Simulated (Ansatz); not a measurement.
# BNH3+ (triplet): from Hartree-Fock to the top rungs, cc-pVTZ

Aim: climb from Hartree-Fock through coupled cluster and multireference methods for BNH3+ (triplet) at one geometry and basis, and see what each rung misses.

The runs use Ansatz 0.2.0, Gaussian basis; cc-pVTZ, correlated electrons: outside noble gas.

The runs, in order: UHF; CCSD(T) on ROHF; CCSD(T) on UHF; BCCD(T) on ROHF; CCSDT(Q) on ROHF; CCSDT(Q) on UHF; CASSCF and NEVPT2, 10 electrons in 11 orbitals.

### 1 What is computed

The geometry is a PBE0/def2-TZVP stationary point (not a proven minimum) of the parent state, kept for this charge and spin.

5 atoms, charge 1, spin multiplicity 3.

Atoms are counted from 1 here; the program's logs count them from 0.

Bond lengths: B1–N2 1.329 Å, B1–H3 1.210 Å, B1–H4 1.203 Å, N2–H5 0.999 Å. Angles: N2–B1–H3 118.6°, N2–B1–H4 121.4°, H3–B1–H4 120.0°, B1–N2–H5 163.5°.

In the tables R marks a restricted open-shell determinant and U an unrestricted one; 'valence' is the active space of 10 electrons in 11 orbitals; correlation energies count from the lowest restricted Hartree-Fock solution.

### 2 UHF

The input, in.yaml:

```yaml
crystal:
  periodic: [false, false, false]
  atoms:
    - {symbol: B, position_ang: [0.000000, 0.024631, 0.707241]}
    - {symbol: N, position_ang: [0.000000, -0.043245, -0.619792]}
    - {symbol: H, position_ang: [0.000000, 1.115161, 1.232352]}
    - {symbol: H, position_ang: [0.000000, -0.969115, 1.385961]}
    - {symbol: H, position_ang: [0.000000, 0.190722, -1.591212]}
basis:
  gaussian: {orbitals: cc-pVTZ}
total_charge: 1
magnetization: {spin_polarized: true, initial_magnetization: 2}
hamiltonian: {xc: hf}
output: {orbitals: {seedname: orbitals}}
```

Launch:

```bash
$ ansatz run in.yaml --threads 1 --pin off --events-out ev --progress --plain --max-ram 2816MiB --backend cpu
```

Further steps of the session: CCSD(T) on ROHF; CCSD(T) on UHF; BCCD(T) on ROHF; CCSDT(Q) on ROHF; CCSDT(Q) on UHF; CASSCF and NEVPT2, 10 electrons in 11 orbitals.

Before running them: what should the planned runs give, taken together? Wanted: correlation energy, UCCSDT(Q); RMP2 from UCCSDT(Q); UMP2 from UCCSDT(Q); RCCSD from UCCSDT(Q); RCCSD(T) from UCCSDT(Q); UCCSD(T) from UCCSDT(Q); RCCSDT(Q) from UCCSDT(Q); NEVPT2 valence from UCCSDT(Q); T1 diagnostic.

The runs gave:

| quantity | value |
| --- | --- |
| correlation energy, UCCSDT(Q) | -7.6445 eV |
| RMP2 from UCCSDT(Q) | +118.3 kJ/mol |
| UMP2 from UCCSDT(Q) | +117.3 kJ/mol |
| RCCSD from UCCSDT(Q) | +24.3 kJ/mol |
| RCCSD(T) from UCCSDT(Q) | +3.8 kJ/mol |
| UCCSD(T) from UCCSDT(Q) | +3.7 kJ/mol |
| RCCSDT(Q) from UCCSDT(Q) | +0.2 kJ/mol |
| NEVPT2 valence from UCCSDT(Q) | +97.0 kJ/mol |
| levels within 1 kcal/mol (43 meV) | RCCSD(T), UCCSD(T), BCCD(T), RCCSDT, UCCSDT, RCCSDT(Q) |
| T1 diagnostic | 0.044 |
| effectively unpaired electrons | 2.01 |

In words: RCCSD(T) misses by +3.8 kJ/mol, 0.5 % of the correlation energy. The occupations are near whole numbers, but T1 = 0.044 shows that the orbitals relax strongly. Of the multireference levels listed NEVPT2 valence comes nearest (+97.0 kJ/mol). These misses are within one basis and frozen core, not against nature; frozen cores of the runs differ by up to some meV.
